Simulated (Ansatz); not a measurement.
Cost against result

Saddle point of SiH₈O₂, closed shell (SiH₄ + H₂O + H₂O → SiH₄O ([OH][SiH3]) + H₂O + H₂; bonds formed: Si1–O7, H2–H8, H6–O9; bonds broken: Si1–H2, H6–O7, H8–O9), PBE0-D4/def2-TZVP structure:

```xyz
11
angstrom
Si -0.5540 0.2235 -1.1264
H -1.0990 -0.4893 0.3300
H -0.8833 -1.0702 -1.7915
H -1.7026 1.1656 -1.0055
H 0.2184 0.8964 -2.2595
H 0.9577 -0.1220 0.9483
O 0.9192 0.4480 -0.1276
H -0.4184 -0.7558 1.2205
O 0.5131 -0.7790 1.8214
H 1.6854 0.7416 -0.6282
H 0.3637 -0.2589 2.6186
```

Barriers are electronic and count from the start structure reached by relaxing down the imaginary mode.

Computed with Ansatz 0.2.0 (basis: as named in each row); correlated methods freeze the cores. B3LYP uses VWN-RPA correlation. Extrapolation: Hartree–Fock as exp(−7.88 √X), correlation as X^−2.97.

Times are rough, for one single point on 4 threads of a shared host (AMD EPYC).

The estimate by CCSD(T) at an estimated basis limit (MP2 extrapolated from triple and quadruple zeta, plus CCSD(T) − MP2 in triple zeta) is 36.38 kcal/mol.

| method | basis | time (s) | barrier (kcal/mol) | method less estimate |
| --- | --- | --- | --- | --- |
| HF | STO-3G | under 1 | 54.88 | 18.50 |
| SPW92 | def2-SVP | under 1 | 6.55 | -29.83 |
| PBE-D4 | STO-3G | under 1 | -7.58 | -43.96 |
| PBE-D4 | def2-SVP | 1 | 21.05 | -15.33 |
| B3LYP-D4 | 6-31G | 2 | 28.95 | -7.43 |
| SPW92 | def2-TZVPP | 2 | 11.48 | -24.90 |
| PBE0-D4 | def2-SVP | 2 | 26.54 | -9.84 |
| PBE-D4 | def2-TZVPP | 3 | 25.36 | -11.02 |
| BLYP-D4 | def2-TZVPP | 3 | 30.52 | -5.86 |
| BHLYP-D4 | def2-TZVPP | 3 | 37.83 | 1.45 |
| B3LYP-D4 | def2-TZVPP | 4 | 33.03 | -3.35 |
| PBE0-D4 | def2-TZVPP | 4 | 29.42 | -6.96 |
| CAM-B3LYP-D4 | def2-TZVPP | 4 | 32.76 | -3.62 |
| r2SCAN-D4 | def2-TZVPP | 5 | 26.97 | -9.41 |
| wB97M-V | def2-SVP | 6 | 29.71 | -6.67 |
| r2SCAN0-D4 | def2-TZVPP | 6 | 30.17 | -6.21 |
| CCSD(T) | def2-SVP | 6 | 38.09 | 1.71 |
| B2PLYP | def2-TZVPP | 7 | 34.91 | -1.47 |
| PBE-QIDH | def2-TZVPP | 8 | 32.70 | -3.67 |
| RPA on PBE | def2-TZVPP | 8 | 37.22 | 0.84 |
| wB97X-V | def2-TZVPP | 8 | 34.35 | -2.02 |
| B97M-V | def2-TZVPP | 8 | 30.74 | -5.64 |
| wB97M-V | def2-TZVPP | 8 | 33.96 | -2.42 |
| MP2 | def2-QZVPP | 31 | 34.29 | -2.09 |
| CCSD(T) | def2-TZVPP | 94 | 36.42 | 0.04 |

All methods are single points on the PBE0-D4 structures; a negative value means that the method puts the saddle structure below the start.

T1 diagnostic: at most 0.012.

Labels in which every atom is bracketed show which atoms are joined, not bond orders.
